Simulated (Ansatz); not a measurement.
System: rock-salt SrO. Method: G0W0@HSE06 (Ansatz, an electronic-structure program, hard PAW, contour deformation).

The cell has the measured lattice parameters. Conventional cell: a = 5.1600 Å, b = 5.1600 Å, c = 5.1600 Å, α = 90.00°, β = 90.00°, γ = 90.00°.

The quasiparticle gap at Γ at a fixed k mesh 2×2×2:

```tsv
response cutoff	value (eV)
250 eV, 566 empty bands	5.947
300 eV, 745 empty bands	5.984
400 eV, 1146 empty bands	6.021
500 eV, 1602 empty bands	6.037
```

### Question
Taking the value to converge with the response cutoff E as E^(−3/2), extrapolate from the last two rows.

### Answer
With y = y∞ + c/w and weights w = 8000 and 11180 for the last two rows, y∞ = (w2 y2 − w1 y1)/(w2 − w1) = (11180 × 6.037 − 8000 × 6.021)/3180 = 6.077 eV, which lies 0.040 beyond the last row. Successive pairs of rows give 6.102, 6.090, 6.077. The limit also hangs on the law assumed, so its last digits aren't firm.

The other settings are not extrapolated, so this is the limit in one setting alone.

The smallest gap on this mesh is 5.45 eV, away from Γ.

Spin–orbit coupling is not included.

Note: GW on a hybrid start was not checked against another program.
